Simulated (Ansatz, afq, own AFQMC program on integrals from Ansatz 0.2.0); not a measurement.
Two steps: Ansatz 0.2.0 writes the Fock matrix and Cholesky factors of the valence space, and afq projects on them the lowest state that overlaps trial and start.

```yaml
crystal:
  periodic: [false, false, false]
  atoms:
    - {symbol: Si, position_ang: [0.000000, -0.004481, 0.605990]}
    - {symbol: B, position_ang: [0.000000, -0.077031, -1.236765]}
    - {symbol: H, position_ang: [0.000000, 1.151385, -0.749002]}
    - {symbol: H, position_ang: [0.000000, -0.200319, -2.871121]}
basis:
  gaussian: {orbitals: cc-pVDZ}
magnetization: {spin_polarized: true, initial_magnetization: 1}
correlation: {method: ccsd_t, electrons: outside_noble_gas, hamiltonian_folder: ham}
```

```sh
$ ansatz run in.yaml --threads 1 --pin off --events-out ev --progress --plain --max-ram 1382MiB
```

Options of the walk:

```
--method phaseless --trial cisd --walkers 60 --populations 1 --least-time 40 --time-step 0.005 --steps-per-block 50 --equilibration-blocks 40 --max-blocks 300 --target-error 0.00072 --factor-cut 1e-05 --start spin_pure --seed 3011 --release-times 0.24,0.51,0.99,1.62,2.4 --release-step 0.03 --release-every 4 --taylor-order 6
```

Times are imaginary, in 1/Eh. The walk had a cap of 1011 s.

Log:

```
orbitals 36  electrons 5 4  factors 278 of 405
reference energy -314.62020625 Eh
CCSD correlation -0.19738150 Eh in 12 cycles, weight of the determinant in the CISD state 0.8608
energy of the start -314.817113 Eh
 block  time / (1/Eh)  mean weight  energy / Eh
     1     0.250  1.0003  -314.814470
     2     0.500  0.9984  -314.815542
     3     0.750  1.0023  -314.816823
     4     1.000  0.9982  -314.820534
     5     1.250  0.9994  -314.819806
     9     2.250  1.0012  -314.821427
    21     5.250  1.0015  -314.824457
    36     9.000  0.9985  -314.835680
    41    10.250  0.9990  -314.825927
    61    15.250  1.0010  -314.823336
    81    20.250  1.0002  -314.828044
   101    25.250  0.9987  -314.826634
   121    30.250  0.9971  -314.826423
   141    35.250  1.0001  -314.821390
   151    37.750  0.9992  -314.819243
   161    40.250  1.0005  -314.822712
   181    45.250  0.9989  -314.830382
   196    49.000  1.0001  -314.825422
blocks merged  error / Eh  count
     1  0.000271  160
     2  0.000317  80
     4  0.000387  40
     8  0.000405  20
    16  0.000416  10
released: time / (1/Eh)  energy / Eh  error  mean overlap
  0.24  -314.825030  0.000495  1.0035
  0.51  -314.825550  0.000420  1.0082
  0.99  -314.826574  0.000429  1.0214
  1.62  -314.826516  0.000527  1.0438
  2.40  -314.828786  0.000893  0.9789
energy -314.825096 +/- 0.000405 Eh
(rows thinned)
```

The run passed its tests (sampling time, drift between the halves within three errors, error under three times the target), which doesn't prove that it has relaxed.

Against this walk (error 11.0 meV) on the same determinant: CCSD(T) 15.8 meV lower (within the noise), CCSDT(Q) 70.7 meV lower. The error is statistical and leaves out the bias of the constraint. The released energies are still falling (meV from the phaseless value at times in 1/Eh: 2 ± 13 at 0.24, -12 ± 11 at 0.51, -40 ± 12 at 0.99, -39 ± 14 at 1.62, -100 ± 24 at 2.40), so they give no level. CCSDT(Q) is the surest value here, so the walk's 71 meV above it is most likely the bias of the constraint with this trial, which can have either sign.

Cautions: constraint bias not in the error.

The walk took 3 min on 1 thread of Intel(R) Xeon(R) Platinum 8488C (Sapphire Rapids), on a shared host. The log's last line is the phaseless energy.

CCSDT and higher add their correlation energy to the determinant of the CCSD(T) run, since their own runs factorise the integrals more tightly (a shift of under 2 meV). A walk keeps the symmetry of its determinant, which the program's search chose and which needn't be the lowest solution, so a lower state of the same spin and another symmetry isn't excluded.
